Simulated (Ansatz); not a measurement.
# K₂Si₂Ag: from a trial structure to a relaxed crystal

Computed with DFT PBE, scalar-relativistic, plane waves, PAW (Ansatz). Cutoff 420 eV, Γ-centred k mesh, Gaussian smearing, no spin polarisation in the final step.

K₂Si₂Ag was placed on the ThCr2Si2 structure type (I4/mmm, No. 139), with Ag in place of Th, K in place of Cr, at a guessed volume.

```
CELL_PARAMETERS angstrom
-2.25374 2.25374 5.91329
2.25374 -2.25374 5.91329
2.25374 2.25374 -5.91329
ATOMIC_POSITIONS crystal
K 0.25000 0.75000 0.50000
K 0.75000 0.25000 0.50000
Si 0.62600 0.62600 0.00000
Si 0.37400 0.37400 0.00000
Ag 0.00000 0.00000 0.00000
```

Steps on the 6×6×6 mesh (5 atoms). 7 of 8 steps are shown, and the free energy counts from the last. Trial steps that were taken back and renewals of the plane-wave basis can be among the rows.

```tsv
step	ΔF (meV/atom)	V (Å³/atom)	P (GPa)	largest force component (eV/Å)
1	993.0	24.03	11.60	5.969
2	498.3	24.79	7.09	5.174
3	163.9	25.17	6.19	2.280
4	95.3	27.00	5.86	3.600
5	14.7	28.85	0.99	0.870
6	2.2	29.98	0.08	0.111
8	0.0	30.10	0.14	0.005
```

A final relaxation ran on a 12×12×12 mesh. The relaxed crystal, I4/mmm (No. 139):

```
K Si Ag
1.0
    -2.36284    2.36284    6.76812
     2.36284   -2.36284    6.76812
     2.36284    2.36284   -6.76812
K Si Ag
2 2 1
Direct
  0.25000 0.75000 0.50000
  0.75000 0.25000 0.50000
  0.57989 0.57989 0.00000
  0.42011 0.42011 0.00000
  0.00000 0.00000 0.00000
```

```yaml
Volume_per_atom: 30.23 Å³
Density: 2.66 g/cm³
Energy_over_the_elements: 0.56 eV/atom
Gap_on_the_12×12×12_mesh: 0 eV (a metal)
```

The zero of energy is the elements' standard structures at the same level; no fitted shifts are applied.

The final run used a 12×12×12 mesh on its 5-atom cell and 0.10 eV smearing. For metals, differences of a few meV/atom aren't resolved.

A structure relaxed within its symmetry needn't be a true minimum.

Cost: 3 runs of about 2.8 core-minutes in all, on Arm Neoverse V2 (shared hosts).